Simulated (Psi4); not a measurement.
# AlH (SMILES [AlH]): HF/def2-TZVPPD

What is the energy change on altering one bond length of AlH at HF/def2-TZVPPD? 

The results are computed with Psi4 1.11.

2 further runs of the same task are left out: 2 set aside as unsound or not needed.

### 1 The system as given

The species is AlH (2 atoms), meant as a singlet with charge 0. SMILES: `[AlH]`. The shape is that of a PBE0-D4/def2-TZVP optimisation.

Bond lengths: Al1–H2 1.665 Å.

### 2 Energy and gradient at HF/def2-TZVPPD

Contents of input.inp:

```
memory 1600 mb

molecule system {
  0 1
  Al     0.000000     0.000000    -0.025640
  H      0.000000     0.000000     1.639110
  symmetry c1
}

set {
  basis def2-TZVPPD
  puream true
  e_convergence 1e-09
  d_convergence 1e-08
  scf_type pk
}

gradient("hf")
print_variables()
```

The run is started by

```sh
$ psi4 input.inp input.out -n 1
```

input.out, cut to the lines that bear on the results:

```text
[...]
  Running in c1 symmetry.
[...]
  Nuclear repulsion =    4.132334427817990
[...]
  Multiplicity = 1
[...]
  Nalpha       = 7
  Nbeta        = 7
[...]
    Number of basis functions: 65
[...]
   @RHF iter   1:  -242.45374187592137   -5.52386e-01   1.80750e-03 ADIIS/DIIS
[...]
   @RHF iter   8:  -242.45793538680905   -3.77725e-11   8.08033e-09 DIIS
[...]
    Orbital Energies [Eh]
    ---------------------
    Doubly Occupied:
       1A    -58.489664     2A     -4.901583     3A     -3.210901
       4A     -3.210901     5A     -3.209819     6A     -0.494078
       7A     -0.289243
[...]
  @RHF Final Energy:  -242.45793538680905
   => Energetics <=
    Nuclear Repulsion Energy =              4.1323344278179901
    One-Electron Energy =                -345.5681620810134405
    Two-Electron Energy =                  98.9778922663864194
    Total Energy =                       -242.4579353868090550
[...]
 Multipole Moments:
 ------------------------------------------------------------------------------------
     Multipole            Electronic (a.u.)      Nuclear  (a.u.)        Total (a.u.)
 ------------------------------------------------------------------------------------
 L = 1.  Multiply by 2.5417464519 to convert [e a0] to [Debye]
 Dipole X            :          0.0000000            0.0000000            0.0000000
 Dipole Y            :         -0.0000000            0.0000000           -0.0000000
 Dipole Z            :         -1.5498814            1.5600499            0.0101685
 Magnitude           :                                                    0.0101685
[...]
  -Total Gradient:
     Atom            X                  Y                   Z
    ------   -----------------  -----------------  -----------------
       1        0.000000000135    -0.000000000169    -0.003511568927
       2       -0.000000000135     0.000000000169     0.003511568927
[...]
```

Run time: 1.9 s. Hardware: 1 thread of Intel Xeon 6975P-C (Granite Rapids), shared host; peak memory 0.23 GiB.

### 3 The distorted shape: the energy at HF/def2-TZVPPD

Contents of alh.xyz:

```xyz
2
AlH
Al     0.000000     0.000000    -0.857990
H      0.000000     0.000000     1.639110
```

Contents of run.py:

```python
import numpy as np
from ase.calculators.psi4 import Psi4
from ase.io import read

atoms = read('alh.xyz')
calc = Psi4(atoms=atoms, method='scf', basis='def2-TZVPPD', memory='1600MB', num_threads=1, charge=0, multiplicity=1, label='alh')
calc.psi4.set_options({'puream': True, 'e_convergence': 1e-09, 'd_convergence': 1e-08, 'scf_type': 'pk'})
atoms.calc = calc

print(f'energy: {atoms.get_potential_energy():.6f} eV')
```

The run is started by

```sh
$ python run.py
```

alh.dat, cut to the lines that bear on the results:

```text
[...]
  Running in c1 symmetry.
[...]
  Nuclear repulsion =    2.754917199435345
[...]
  Multiplicity = 1
[...]
  Nalpha       = 7
  Nbeta        = 7
[...]
    Number of basis functions: 65
[...]
   @RHF iter   1:  -242.39096318827157   -6.02820e-01   1.89457e-03 ADIIS/DIIS
[...]
   @RHF iter   9:  -242.40209508535304   -1.25056e-12   2.07265e-09 DIIS
[...]
    Orbital Energies [Eh]
    ---------------------
    Doubly Occupied:
       1A    -58.549503     2A     -4.957014     3A     -3.264849
       4A     -3.264849     5A     -3.263490     6A     -0.433464
       7A     -0.281511
[...]
  @RHF Final Energy:  -242.40209508535304
   => Energetics <=
    Nuclear Repulsion Energy =              2.7549171994353445
    One-Electron Energy =                -342.2846624457181974
    Two-Electron Energy =                  97.1276501609298037
    Total Energy =                       -242.4020950853530394
[...]
 Multipole Moments:
 ------------------------------------------------------------------------------------
     Multipole            Electronic (a.u.)      Nuclear  (a.u.)        Total (a.u.)
 ------------------------------------------------------------------------------------
 L = 1.  Multiply by 2.5417464519 to convert [e a0] to [Debye]
 Dipole X            :         -0.0000000            0.0000000           -0.0000000
 Dipole Y            :          0.0000000            0.0000000            0.0000000
 Dipole Z            :         -3.9291612            2.3400514           -1.5891098
 Magnitude           :                                                    1.5891098
[...]
```

On the terminal:

```text
energy: -6596.096982 eV
```

It took 1.4 s on 1 thread of Intel Xeon 6975P-C (Granite Rapids), shared host; peak memory 0.25 GiB.

### 4 Outcome

Level: HF/def2-TZVPPD.

| quantity | value |
| --- | --- |
| first shape: total energy | -242.45794 Eh |
| first shape: dipole moment | 0.03 D |
| first shape: HOMO energy | -7.87 eV |
| first shape: LUMO energy | 0.82 eV |
| first shape: HOMO–LUMO gap | 8.69 eV |
| first shape: largest force on an atom | 0.181 eV/Å |
| distorted shape: total energy | -242.40210 Eh |
| distorted shape: dipole moment | 4.04 D |
| distorted shape: HOMO energy | -7.66 eV |
| distorted shape: LUMO energy | 0.29 eV |
| distorted shape: HOMO–LUMO gap | 7.95 eV |
| energy change with the Al1–H2 bond stretched from 1.665 to 2.497 Å | 1.519 eV |

In words: One bond (distorted shape) is far stretched, which a spin-restricted single reference describes badly; a broken-symmetry solution may lie lower. With the Al1–H2 bond stretched from 1.665 to 2.497 Å the energy rises by 1.52 eV (147 kJ/mol). The first shape isn't relaxed at this level, so the change isn't measured from a minimum. A restricted reference can't describe the breaking bond well at this length.
